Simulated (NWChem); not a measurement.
## Total energies of nitrogen dioxide (NO$_{2}$)

```
N
O 1 1.1917
O 1 1.1917 2 134.61
```
Charge 0, spin multiplicity 2.

The numbers come from NWChem runs, not from measurements. Structure: optimised with UB3LYP/def2-SVP, a minimum by its harmonic frequencies.

Basis set: def2-TZVP (93 functions).

| method | total energy (Ha) |
|---|---|
| UHF | -204.12063 |
| UMP2 | -204.78660 |
| UB2PLYP | -205.04046 |
| UPBE | -204.98133 |
| UB3LYP | -205.16713 |
| UBHandHLYP | -205.04620 |

Total energies of different functionals aren't comparable as a measure of quality: only differences taken within one method are. 

The correlated methods keep 3 core orbitals frozen. B3LYP has NWChem's definition, with VWN1-RPA local correlation. The unpaired electrons of the parent sit in orbitals of symmetry a1 (C2v labels of the run); other states weren't searched. No SCF solution was tested for a lower state. Open-shell Hartree-Fock references start from PBE0 orbitals.
